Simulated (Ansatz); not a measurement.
We consider 1T (CdI2-type) SnSe₂, described by rVV10 (PAW; Ansatz, an electronic-structure program).

Settings: plane-wave cutoff 520 eV, 12×12×6 k mesh (along the axes of the cell as run), Fermi–Dirac smearing 0.01 eV, scalar-relativistic PAW data made under PBE.

Cell (relaxed at this level):

```cif
data_Se2Sn
_chemical_formula_sum 'Sn1 Se2'
_space_group_name_H-M_alt 'P-3m1'
_space_group_IT_number 164
_space_group_name_Hall '-P 3 2"'
_cell_length_a 3.93317
_cell_length_b 3.93317
_cell_length_c 6.05272
_cell_angle_alpha 90.000
_cell_angle_beta 90.000
_cell_angle_gamma 120.000
loop_
_atom_site_label
_atom_site_type_symbol
_atom_site_symmetry_multiplicity
_atom_site_Wyckoff_symbol
_atom_site_fract_x
_atom_site_fract_y
_atom_site_fract_z
_atom_site_occupancy
Sn1 Sn 1 a 0.00000 0.00000 0.00000 1
Se1 Se 2 d 0.33333 0.66667 0.26611 1
```

Question: Predict the bulk modulus B0, band gap and smallest direct gap on the k points sampled.

Answer: 
bulk modulus B0: 29.9 GPa
band gap: 0.15 eV
smallest direct gap on the k points sampled: 0.33 eV

Measured, for comparison: band gap 0.98 eV (temperature not stated, not corrected to a static lattice, indirect, our sources range from 0.98 to 1.06; as tabulated in Gonzalez and Oleynik (2016), arXiv:1609.04381).

Note: the bulk modulus comes from volumes at which shape and atoms were relaxed.

Spin–orbit coupling is not included.

The computed numbers hold no vibrational or temperature effects.
